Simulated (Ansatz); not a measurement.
A made-up structure of C2HO, doublet:

```xyz
4
angstrom
C -0.6922 -1.1202 0.0638
C 0.2920 0.0168 0.1098
O -0.9368 0.5304 -0.5275
H 1.3369 0.5730 0.3539
```

It is relaxed with PBE-D4/def2-SVP and then PBE0-D4/def2-TZVP (Ansatz 0.2.0). Atoms count as bonded within 1.22 times the sum of their covalent radii (H–H: 0.88 Å). The end point is not checked to be a true minimum.

(1) Does its bonding change? (Judge from chemistry; the calculation decides.)

Results:

(1) By the calculation: Yes. Formed: C1–O3; broken: none.

Where it ends: The first stage lowers the energy by 0.97 eV in 6 steps. It ends as C₂HO ([C]1[CH][O]1):
C1  (-0.618, -1.000, 0.057)
C2  (0.261, 0.015, 0.098)
O3  (-0.836, 0.473, -0.471)
H4  (1.194, 0.512, 0.316)
(Å)

Labels in which every atom is bracketed show which atoms are joined, not bond orders.

For scale, one of the runs: PBE0-D4/def2-TZVP relaxation, 99 basis functions, launched by `ansatz run in.yaml --threads 2 --pin off --events-out ev --progress --plain --max-ram 4352MiB`. The run took about 10 s on 2 CPU threads of an Arm Neoverse V2 (shared host).
